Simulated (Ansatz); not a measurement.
# Two structures, one formula

The two ends of one reaction step of CH$_{5}$AlO, singlet (PBE0-D4/def2-TZVP).

A:

Al1  (-1.568, -0.204, 0.798)
C2  (0.971, 0.132, -0.492)
O3  (-1.946, -1.689, 0.351)
H4  (0.347, -0.770, -0.540)
H5  (-1.402, 1.253, 1.354)
H6  (1.278, 0.349, 0.533)
H7  (0.455, 0.995, -0.917)
H8  (1.864, -0.065, -1.086)
(Å)

B:

```xyz
8
angstrom
Al -0.7669 0.0350 0.4487
C 0.9557 0.5669 -0.2905
O -1.4453 -1.4959 0.1572
H -1.0255 -2.1678 -0.3767
H -1.6480 0.9772 1.3629
H 1.6571 0.8224 0.5110
H 0.8508 1.4673 -0.9051
H 1.4222 -0.2050 -0.9073
```

Program: Ansatz 0.2.0. Basis: def2-TZVPP. Cores are frozen in the correlated methods. B3LYP uses VWN-RPA correlation.

Which structure is lower at CCSD(T), and by how much? (To be estimated.)

The calculation gives: B, by 214.7 kJ/mol (electronic energy, against the other). By their contacts, A is a complex of AlHO ([O][AlH]) + CH₄ and B is CH₅AlO ([CH3][AlH][OH]).

All methods give the same order:

```
      method  E(B) − E(A) (kJ/mol)
       SPW92                -211.6
      PBE-D4                -193.6
     BLYP-D4                -181.7
   r2SCAN-D4                -213.2
      B97M-V                -216.3
     PBE0-D4                -223.3
    B3LYP-D4                -208.2
  r2SCAN0-D4                -233.9
    BHLYP-D4                -238.3
CAM-B3LYP-D4                -222.7
     wB97X-V                -226.6
     wB97M-V                -221.7
      B2PLYP                -205.0
    PBE-QIDH                -228.6
  RPA on PBE                -200.6
          HF                -263.7
         MP2                -206.0
        CCSD                -227.3
     CCSD(T)                -214.7
```

No T1 diagnostic of these runs exceeds 0.023.

Labels in which every atom is bracketed show which atoms are joined, not bond orders.

For scale, one of the runs: CCSD(T)/def2-TZVPP, 174 basis functions, launched by `ansatz run in.yaml --threads 2 --pin off --events-out ev --progress --plain --max-ram 4352MiB`. Hardware: 2 CPU threads of an Arm Neoverse V2, shared host. Wall time 20 s; peak host memory 1.5 GiB.
